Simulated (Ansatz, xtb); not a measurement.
Isomers of C5H10O in order of energy

8 gas-phase structures of C5H10O, from a drawn sample of its isomers (lower ones may exist). Each was relaxed with GFN2-xTB; where two conformers were screened, the lower at r2SCAN-D4/def2-SVP//GFN2-xTB is listed:

A. `OC1CCCC1`, a singlet
B. `CCCC(C)=O`, a singlet
C. `CC[C@@H]1O[C@H]1C`, a singlet
D. `CC(=O)C(C)C`, a singlet
E. `C1CCOCC1`, a singlet
F. `C[C@H]1C[C@@H](O)C1`, a singlet
G. `CCCCC=O`, a singlet
H. `CC1(C)COC1`, a singlet

Task: Make a reasoned guess at their ranking by r2SCAN-D4/def2-SVP//GFN2-xTB single-point energy.

Result: Calculated order at r2SCAN-D4/def2-SVP//GFN2-xTB: D (0.000), B (0.000), A (0.237), E (0.252), G (0.337), F (0.985), C (1.067), H (1.219) eV. Less than 1 kcal/mol parts D and B; A and E, so the order within those pairs means little.

Energies above the lowest of each column, in eV; the last columns are at r2SCAN-D4/def2-SVP geometries and were run for some of them only (a dash: not run or not comparable):

```csv
structure,GFN2-xTB,HF/STO-3G,r2SCAN-D4/def2-SVP//GFN2-xTB,r2SCAN-D4/def2-SVP,CCSD(T)/def2-SVP + ΔMP2/def2-TZVPP
D,0.427,1.122,0.000,0.007,0.000
B,0.446,1.107,0.000,0.000,0.032
A,0.090,0.346,0.237,0.249,0.160
E,0.000,0.000,0.252,0.274,0.306
G,0.792,1.337,0.337,0.338,0.325
F,0.647,1.256,0.985,0.947,0.863
C,0.731,1.490,1.067,–,–
H,0.752,1.014,1.219,–,–
```

CCSD(T)/def2-SVP + ΔMP2/def2-TZVPP puts D lowest of those it was run on, with B within 1 kcal/mol; GFN2-xTB picks E, HF/STO-3G picks E. Some further structures that were screened fall inside this span and aren't listed. Flexible structures stand in one conformer each, not always the lowest. Frequencies (GFN2-xTB) were run for A, B, D, E, F, G alone. The ΔMP2 step shifts differences by up to 0.178 eV, which makes them less sure. ΔMP2 is the change of the MP2 energy from the smaller to the larger basis.

Over these structures GFN2-xTB departs from r2SCAN-D4/def2-SVP//GFN2-xTB by 0.352 eV on average once a common shift is removed. A GFN2-xTB relaxation took about 0.048 s and the r2SCAN-D4/def2-SVP//GFN2-xTB energy about 1.2 s on a shared host (Ansatz 0.2.0, xtb 6.7.1).
